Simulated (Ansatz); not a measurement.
# A barrier at the coupled-cluster level

Start structure (SiH$_{2}$ClF, closed shell), relaxed at PBE0-D4/def2-TZVP:

```
5
angstrom
Si -0.4638 -0.6024 0.9368
Cl 1.0678 -1.2619 -0.4203
H -0.1240 0.4926 -1.2366
F -0.8630 0.8331 -0.7659
H 0.3830 0.5385 1.4859
```

The step: SiHCl ([SiH][Cl]) + HF → SiH₂ClF ([F][SiH2][Cl]); bonds formed: Si1–H3, Si1–F4; bonds broken: H3–F4. Computed with Ansatz 0.2.0 (basis: def2-TZVPP and def2-QZVPP); correlated methods freeze the cores. Extrapolation: Hartree–Fock as exp(−7.88 √X), correlation as X^−2.97. Energies below are by CCSD(T) at an estimated basis limit (MP2 extrapolated from triple and quadruple zeta, plus CCSD(T) − MP2 in triple zeta).

Problem. What are the electronic barrier and the energy of the step, from the start structure to the end structure? (Judge from chemistry; the value comes from the calculation.)

Solution. The calculation gives: Barrier 17.15 kcal/mol; step energy -74.49 kcal/mol (downhill); reverse barrier, their difference, 91.64 kcal/mol. Barrier and step energy count from the start structure, the reverse barrier from the end structure.

The saddle point: One imaginary mode of 1237i cm⁻¹.
```csv
pair,start (Å),saddle (Å),end (Å)
Si1–H3,2.46,1.67,1.48
Si1–F4,2.26,1.95,1.59
H3–F4,0.94,1.15,2.48
```

Zero-point energy (harmonic, PBE0-D4): ZPE is 12.86 kcal/mol at the start and 10.60 kcal/mol at the saddle, so the barrier goes from 17.15 to 14.88 kcal/mol.

No T1 diagnostic of these runs exceeds 0.015. The restricted Hartree–Fock reference is unstable towards an unrestricted one at one or more of these structures.

Losses and insertions of silylenes and their heavier kin drive the gas-phase chemistry of silicon and germanium vapour deposition.

Labels in which every atom is bracketed show which atoms are joined, not bond orders.

For scale, one of the runs: CCSD(T)/def2-TZVPP, 143 basis functions, launched by `ansatz run in.yaml --threads 2 --pin off --events-out ev --progress --plain --max-ram 4352MiB`. Time: 11 s of wall clock on 2 CPU threads; the host was shared. Peak host memory: 0.79 GiB.
